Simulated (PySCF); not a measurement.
**OH: from constants to spectrum**

UHF-CCSD(T) constants of OH, ²Π (doublet), unpaired electrons π ↑ (basis H def2-TZVP, O def2-TZVP; no relativity; PySCF 2.14; masses 1.0078 and 15.9949 u):

* ωe: 3699.6 cm⁻¹
* ωexe: 82.6 cm⁻¹
* Be: 18.672 cm⁻¹
* αe: 0.690 cm⁻¹
* De to H + O: 4.36 eV

(1) What force constant and bond length do these constants imply?

(2) Estimate the centrifugal constant D from the Kratzer relation and find the Dunham coefficient a1.

Correlated steps freeze 1 core orbital. The state is the lowest determinant that a PBE0 search found; another state may lie lower at other levels.

Results:

(1) Reduced mass μred = 0.94809 u; k = 5.8918×10⁻⁷·μred·ωe² (u, cm⁻¹, mdyn/Å) = 7.65 mdyn/Å; Re = √(16.8576/(μred·Be)) (u, cm⁻¹, Å) = 0.976 Å.

(2) D = 4Be³/ωe² = 0.00190 cm⁻¹; a1 = −1 − αeωe/(6Be²) = -2.22.
